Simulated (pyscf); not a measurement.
Optimised with ωB97X-D3(BJ)/def2-SVP in PySCF.

### Question
For F–Si•(F)–F + water (H₂O) → hydrogen fluoride (HF) + HO–Si•(F)–F, a four-centre exchange (doublet surface; F–Si, H–O broken, F–H, O–Si formed), PBE/def2-TZVP gives ΔE‡ = 0.62 eV and ΔE = +0.35 eV (zero: the separated reactants). In which direction and how far do r²SCAN/def2-TZVP, PBE0-D3(BJ)/def2-TZVP, ωB97M-D3(BJ)/def2-TZVP move these?

### Answer
r²SCAN: ΔE‡ = 0.67 eV, ΔE = +0.36 eV; PBE0-D3(BJ): ΔE‡ = 0.70 eV, ΔE = +0.32 eV; ωB97M-D3(BJ): ΔE‡ = 0.78 eV, ΔE = +0.35 eV. PBE's barrier lies under all of them, by 0.05 to 0.16 eV. Its reaction energy matches one of them and lies within 0.03 eV of the others. On the product side the descent ends in a complex, 0.18 eV under the separated species and 0.65 eV under the saddle at ωB97X-D3(BJ)/def2-TZVP. This is the saddle that the search found; another between the same sides may lie lower.
